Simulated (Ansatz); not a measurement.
**Tantalum, bcc: convergence with the k-point mesh**

Computed with Ansatz, LDA, scalar-relativistic PAW, on the relaxed cell (a = 3.255 Å; spin not included). Errors count from a run at 420 eV on a Γ-centred 22×22×22 mesh with Fermi-Dirac smearing of 0.1 eV, extrapolated to zero width. Fixed here: cutoff 420 eV, Fermi-Dirac width 0.1 eV. The SCF starts from atomic densities corrected by a trained network.

```
  k-mesh  E(σ→0) error (meV/atom)  P (GPa)  SCF iterations
   2×2×2                   -946.1   -28.88               6
   4×4×4                    -88.3     1.16               6
   5×5×5                     79.3    -0.11               6
   7×7×7                    -12.7     0.95               6
   8×8×8                    -35.9    -1.59               6
11×11×11                     -5.4    -0.37               6
14×14×14                     -3.8    -0.03               6
20×20×20                      0.1    -0.15               6
```

Within 5 meV/atom of the last row: from 14×14×14 on.
